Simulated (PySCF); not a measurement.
Static response to an electric field

Species: methyl formate, C₂H₄O₂.
Geometry (PBE0-D3(BJ)/def2-SVP, Å), atoms numbered from 1 in this order:
```xyz
8
C2H4O2 angstrom
C     -1.0111    0.1227    0.1570
O      0.2882   -0.0129    0.7154
C      1.3150   -0.1554   -0.1204
O      1.2624   -0.1824   -1.3157
H     -1.6405   -0.6914    0.5431
H     -0.9651    0.0790   -0.9391
H     -1.4284    1.0865    0.4807
H      2.2470   -0.2475    0.4753
```

Level: CAM-B3LYP/def2-SVPD (PySCF), static field, nuclei fixed, core orbitals frozen in the response. The polarisability tensor in these axes (au):

```
x   39.25 -1.58 -2.61
y   -1.58 26.48  0.55
z   -2.61  0.55 35.18
```

Task: What are the eigenvalues, a third of the trace, and Δα (Δα² = ½Σ(αi − αj)² over the three pairs)?

Result: Principal values 26.28, 33.91 and 40.71 au; mean 33.63 au = 4.98 Å³ = 5.55 × 10⁻⁴⁰ C²·m²/J; Δα = 12.51 au (37 % of the mean).

Task: What is the dipole moment, and where does it point?

Result: (-1.18, 0.18, 1.63) D, 2.02 D in size, pointing from the negative to the positive side. Measured along this direction, the outermost atoms are O4 at the negative end and H5 and H7 at the positive end.

Task: Along which axes do the principal values lie, and how far do the nuclei extend along each?

Result: Largest value along (0.89, -0.12, -0.43), where the nuclei span 3.45 Å; middle along (0.43, -0.03, 0.90), 2.67 Å; least along (0.12, 0.99, -0.03), 1.79 Å. The response follows the extents in order.

Task: What molar refraction does this α imply?

Result: Lorentz–Lorenz: R = (4π/3)N_A α = 2.5225 cm³/(mol·Å³) × 4.98 Å³ = 12.6 cm³/mol, in the limit of long wavelengths.

Task: Find the Langevin capture rate constant for H3+ (3.023 u) meeting this molecule (60.021 u), k = 2.342 × 10⁻⁹ cm³/s × √(α in Å³ / reduced mass in u).

Result: The reduced mass is 2.88 u, so k = 3.08 × 10⁻⁹ cm³/s. The formula leaves out the permanent dipole, which adds to the capture rate.

Task: Sum over states: ᾱ = Σ f/ω², ω in Eh. What share falls to these 6 lowest TDDFT singlets (eV, f)? 5.98, 0.0015; 8.10, 0.0873; 8.43, 0.1004; 8.57, 0.0004; 8.65, 0.0224; 9.11, 0.0699.

Result: They add up to 2.91 au, 8.7 % of the 33.63 au; the largest single term is 1.05 au, from the state at 8.43 eV. Terms in order: 0.03, 0.99, 1.05, 0.00, 0.22, 0.62 au. Higher excitations give the rest. The strengths listed sum to 0.282.

Task: What depolarisation ratio follows for Rayleigh scattering of linearly polarised light, taking the static tensor?

Result: ρ = 3Δα²/(45ᾱ² + 4Δα²) = 469.1/(50905 + 625.5) = 0.0091.

One conformer (not necessarily the lowest) at the PBE0-D3(BJ)/def2-SVP geometry, without solvent, vibrations or thermal averaging.
